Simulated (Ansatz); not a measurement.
# C₂H₈N₂: one species, many methods

An exercise on one series of results from a longer session: the logs are not shown, and one member is left open.

Program: Ansatz 0.2.0, Gaussian basis. Level of theory: functionals in def2-TZVPP, the program's frozen cores in correlated methods. These are calculated values, not measurements.

The runs, in order: LDA (SPW92), PBE-D4, revPBE-D4, BLYP-D4, r2SCAN-D4, B97M-V, PBE0-D4, B3LYP-D4, r2SCANh-D4, r2SCAN0-D4, HSE06-D4, BHLYP-D4, CAM-B3LYP-D4, LC-ωPBE, ωB97X-V, ωB97M-V, B2PLYP, PBE-QIDH; CCSD(T)/def2-SVP; CCSD(T)/def2-TZVPP; MP2/def2-QZVPP; extrapolation to the limit; RPA on PBE.

### The geometry

All runs share one geometry, relaxed beforehand with PBE0-D4 in a triple-zeta def2 set.

SMILES `CNCN`, 12 atoms, charge 0, spin multiplicity 1.

Atoms are counted from 1 here; the program's logs count them from 0.

Bond lengths: C1–N2 1.446 Å, C1–H5 1.093 Å, C1–H6 1.091 Å, C1–H7 1.103 Å, N2–C3 1.453 Å, N2–H8 1.012 Å, C3–N4 1.440 Å, C3–H9 1.103 Å, C3–H10 1.094 Å, N4–H11 1.011 Å, N4–H12 1.013 Å. Angles: N2–C1–H5 110.0°, N2–C1–H6 109.9°, N2–C1–H7 113.8°, H5–C1–H6 107.0°, H5–C1–H7 107.6°, H6–C1–H7 108.3°, C1–N2–C3 114.0°, C1–N2–H8 110.1°, C3–N2–H8 109.5°, N2–C3–N4 114.7°, N2–C3–H9 112.1°, N2–C3–H10 107.1°, N4–C3–H9 107.0°, N4–C3–H10 108.5°, H9–C3–H10 107.2°, C3–N4–H11 111.4°, C3–N4–H12 109.8°, H11–N4–H12 107.6°.

Set-up of the first run:

in.yaml reads:

```yaml
crystal:
  periodic: [false, false, false]
  atoms:
    - {symbol: C, position_ang: [-0.755952, 1.220807, -0.003309]}
    - {symbol: N, position_ang: [-0.162825, 0.213370, 0.847834]}
    - {symbol: C, position_ang: [0.835196, -0.607752, 0.183253]}
    - {symbol: N, position_ang: [0.298804, -1.596478, -0.715897]}
    - {symbol: H, position_ang: [-1.349755, 0.744142, -0.787606]}
    - {symbol: H, position_ang: [-1.437130, 1.844697, 0.577907]}
    - {symbol: H, position_ang: [-0.018903, 1.877921, -0.495886]}
    - {symbol: H, position_ang: [0.246851, 0.646570, 1.665470]}
    - {symbol: H, position_ang: [1.553037, -0.002012, -0.395311]}
    - {symbol: H, position_ang: [1.401248, -1.120980, 0.966007]}
    - {symbol: H, position_ang: [-0.084810, -1.169211, -1.548325]}
    - {symbol: H, position_ang: [-0.448861, -2.106275, -0.260135]}
basis:
  gaussian: {orbitals: def2-TZVPP}
hamiltonian: {xc: lda}
output: {orbitals: {seedname: orbitals}}
```

Run with:

```bash
> ansatz run in.yaml --threads 2 --pin off --events-out ev --progress --plain --max-ram 4352MiB
```

Steps of the session up to this table: LDA; PBE-D4 (GGA); revPBE-D4 (GGA); BLYP-D4 (GGA); r2SCAN-D4 (meta-GGA); B97M-V (meta-GGA); PBE0-D4 (hybrid); B3LYP-D4 (hybrid); r2SCANh-D4 (hybrid); r2SCAN0-D4 (hybrid); HSE06-D4 (hybrid); BHLYP-D4 (hybrid); CAM-B3LYP-D4 (range-separated); LC-ωPBE (range-separated); ωB97X-V (range-separated); ωB97M-V (range-separated); B2PLYP (double hybrid); PBE-QIDH (double hybrid).

One of the session's tables, all rows but one given; the rest of the session is left out.

It belongs to the step «Orbital energies across the functionals». 

| functional | HOMO (eV) | LUMO (eV) | gap (eV) |
| --- | --- | --- | --- |
| LDA (SPW92) | -5.23 | 0.13 | 5.36 |
| PBE-D4 | -5.12 | 0.29 | 5.41 |
| revPBE-D4 | -5.07 | 0.36 | 5.43 |
| BLYP-D4 | -5.04 | 0.26 | 5.29 |
| r2SCAN-D4 | ? | ? | ? |
| B97M-V | -5.58 | 0.47 | 6.05 |
| PBE0-D4 | -6.55 | 1.10 | 7.66 |
| B3LYP-D4 | -6.34 | 0.75 | 7.09 |
| r2SCANh-D4 | -5.94 | 1.27 | 7.21 |
| r2SCAN0-D4 | -6.75 | 1.60 | 8.36 |
| HSE06-D4 | -6.15 | 0.73 | 6.88 |
| BHLYP-D4 | -7.95 | 1.69 | 9.64 |
| CAM-B3LYP-D4 | -8.00 | 1.84 | 9.84 |
| LC-ωPBE | -9.35 | 3.16 | 12.50 |
| ωB97X-V | -9.02 | 2.96 | 11.98 |
| ωB97M-V | -8.94 | 2.51 | 11.45 |

Estimate the missing values for r2SCAN-D4.

Worked estimate for «HOMO (eV)». Against the share of exact exchange, r2SCANh-D4 (0.1, -5.94), r2SCAN0-D4 (0.25, -6.75) give a slope of -5.40 per unit share; at 0 the line stands at -5.40.

The run gave: HOMO (eV): -5.40; LUMO (eV): 1.04; gap (eV): 6.43. In «HOMO (eV)» the line misses by 0.00.
